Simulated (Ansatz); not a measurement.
Relaxation of CH7BO (10 atoms, charge 0, multiplicity 1), to a largest force component of 0.03 eV/Å in at most 50 steps.

Level of theory: Ansatz, RKS PBE0/def2-SVP.

```xyz
10
Properties=species:S:1:pos:R:3
B 0.008 -0.454 -0.418
C -0.036 -0.125 2.370
H -0.953 -0.129 2.975
H 0.836 -0.317 3.009
H 0.080 0.850 1.881
H 1.093 0.077 -0.443
H -1.032 0.171 -0.474
O 0.003 -1.832 -0.408
H -0.893 -2.178 -0.472
H -0.097 -0.928 1.615
```

**Question.** Where does it end, and by what steps?

**Answer.** The run converged. After 7 steps the energy has fallen by 0.166 eV; H10 moved furthest, 0.59 Å.

| step | energy less start (eV) | largest force component (eV/Å) | accepted |
| --- | --- | --- | --- |
| 0 | 0.0000 | 0.959 | yes |
| 1 | -0.0918 | 0.624 | yes |
| 2 | -0.1294 | 0.765 | yes |
| 3 | -0.1495 | 0.630 | yes |
| 4 | -0.1598 | 0.401 | yes |
| 5 | -0.1640 | 0.134 | yes |
| 6 | -0.1656 | 0.160 | yes |
| 7 | -0.1661 | 0.025 | yes |

```xyz
10
Properties=species:S:1:pos:R:3
B -0.001 -0.491 -0.821
C -0.023 -0.105 2.731
H -0.949 0.019 3.309
H 0.839 -0.093 3.412
H 0.072 0.720 2.011
H 1.087 0.033 -0.847
H -1.032 0.149 -0.859
O -0.024 -1.836 -0.755
H -0.914 -2.201 -0.736
H -0.046 -1.062 2.193
```

Whether the end is a true minimum wasn't checked by a vibrational analysis.

The run took 19 s on 1 thread of Arm Neoverse V1 (shared host), peak memory 0.13 GiB.
